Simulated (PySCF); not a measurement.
Functional benchmark on one molecule

Molecule: SMILES PP, H4P2.

Geometry:
| atom | x (Å) | y (Å) | z (Å) |
| --- | --- | --- | --- |
| P1 | -0.959 | -0.581 | -0.009 |
| P2 | 0.982 | 0.550 | 0.010 |
| H3 | -1.552 | 0.239 | 1.002 |
| H4 | -1.510 | 0.221 | -1.057 |
| H5 | 1.572 | -0.299 | 0.999 |
| H6 | 1.537 | -0.222 | -1.059 |

Geometry PBE0-D3(BJ)/def2-SVP throughout; GIAO in PySCF 2.14.0 with density-fitted response routines, gas phase, one conformer, non-relativistic; equivalent atoms averaged; basis pcSseg-2.

Reference values (measured; solution, acetone; S. K. Latypov et al., Phys. Chem. Chem. Phys. 2015 (author manuscript)): δ(P1/P2) = -203.6 ppm vs 85 % H3PO4. Computed shifts are taken against H3PO4, calculated as an isolated molecule at each level.

Task: How do the functionals HF, LDA, PBE, BLYP, BP86, OPBE, KT2, KT3, B97-D, B3LYP, PBE0, mPW1PW91, WP04, B97-2, BHandHLYP, CAM-B3LYP, wB97X-D, LC-wPBE perform against the reference? Times are CPU seconds on shared hosts with different chips, so compare them loosely.

Result: 
```csv
functional,kind,P1/P2,abs. error P,core-s
HF,Hartree–Fock,-201.5,2.1,2.8
LDA,LDA,-242.2,38.6,7.2
PBE,GGA,-222.5,18.9,8.4
BLYP,GGA,-204.1,0.5,8.1
BP86,GGA,-218.5,14.9,8.4
OPBE,GGA,-222.7,19.1,8.2
KT2,GGA,-216.6,13.0,8.2
KT3,GGA,-202.8,0.8,8.3
B97-D,GGA,-200.8,2.8,7.8
B3LYP,global hybrid,-209.3,5.7,4.8
PBE0,global hybrid,-226.5,22.9,3.4
mPW1PW91,global hybrid,-223.1,19.5,5.5
WP04,global hybrid,-171.3,32.3,9.1
B97-2,global hybrid,-215.4,11.8,9.6
BHandHLYP,global hybrid,-209.7,6.1,9.4
CAM-B3LYP,range-separated hybrid,-220.7,17.1,13
wB97X-D,range-separated hybrid,-226.7,23.1,13
LC-wPBE,range-separated hybrid,-243.6,40.0,18
```

For ³¹P the closest is BLYP (0.5 ppm, with KT3 practically level) and the furthest LC-wPBE (40.0 ppm). One molecule is a small sample, and vibrational and solvent effects are absent from the calculation.
